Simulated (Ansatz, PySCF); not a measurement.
This Ansatz (an electronic-structure program) input computes a CCSD(T)/cc-pVDZ energy:

Ansatz 0.2 input:
```yaml
crystal:
  periodic: [false, false, false]
  atoms:
    - {symbol: O, position_ang: [-0.00000000, -0.00000000, -0.10780207]}
    - {symbol: H, position_ang: [0.00000000, 0.00000000, 0.86241659]}
basis:
  gaussian:
    orbitals: cc-pVDZ
total_charge: -1
magnetization: {spin_polarized: false}
correlation: {method: ccsd_t, electrons: outside_noble_gas}
```

### Question
Write an input for the same energy in PySCF and say what it gives.

### Answer

```python
from pyscf import gto, scf, mp, cc as ccmod

mol = gto.M(
    atom='''
    O    -0.00000000   -0.00000000   -0.10780207
    H     0.00000000    0.00000000    0.86241659
    ''',
    basis='cc-pvdz',
    charge=-1,
    spin=0,
    verbose=4,
)

mf = scf.RHF(mol)
mf.conv_tol = 1e-10
mf.max_cycle = 100
mf.kernel()
mp2 = mp.MP2(mf, frozen=1).run()
cc = ccmod.CCSD(mf, frozen=1)
cc.max_cycle = 100
cc.kernel()
et = cc.ccsd_t()
print(f'E(CCSD(T)) = {cc.e_tot + et:.9f}')
```
It gives -75.53528 Eh, and Ansatz -75.53528 Eh, a difference of 0.00 mEh.

Whether it binds its extra electron was not tested at this geometry.
